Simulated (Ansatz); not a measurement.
C4H8O can be A, `CC1(C)CO1`, or B, `C=C(C)CO`.

Gas-phase electronic energies from Ansatz, PBE0-D4/def2-TZVP geometries. CCSD(T)/CBS adds triple-zeta CCSD(T) − MP2 to the extrapolated MP2 energy (def2 sets, frozen cores). Functionals use def2-TZVPP. B3LYP here is the variant with VWN-RPA as its local correlation; programs differ in this. One conformer a species, not always the lowest.

Q: Which is lower in electronic energy at CCSD(T)/CBS, and by how much? (An estimate is asked.)

A: Ansatz gave: B, by 29.3 kJ/mol.

Q: Give E(B) − E(A) in kJ/mol with r2SCAN-D4, PBE-D4, CCSD/def2-TZVPP, HF/def2-TZVPP, B3LYP-D4, B2PLYP, B3LYP. (Estimate.)

A: The calculation gave: r2SCAN-D4 -17.0, PBE-D4 -17.1, CCSD/def2-TZVPP -27.8, HF/def2-TZVPP -39.3, B3LYP-D4 -33.3, B2PLYP -29.4, B3LYP -32.9. None reverses the order clearly.

Largest T1 diagnostic: 0.010.

In def2-TZVPP, CCSD(T) changes the Hartree–Fock value by +12.1 kJ/mol (the triples alone add +0.6 kJ/mol) and MP2 by +19.1 kJ/mol.
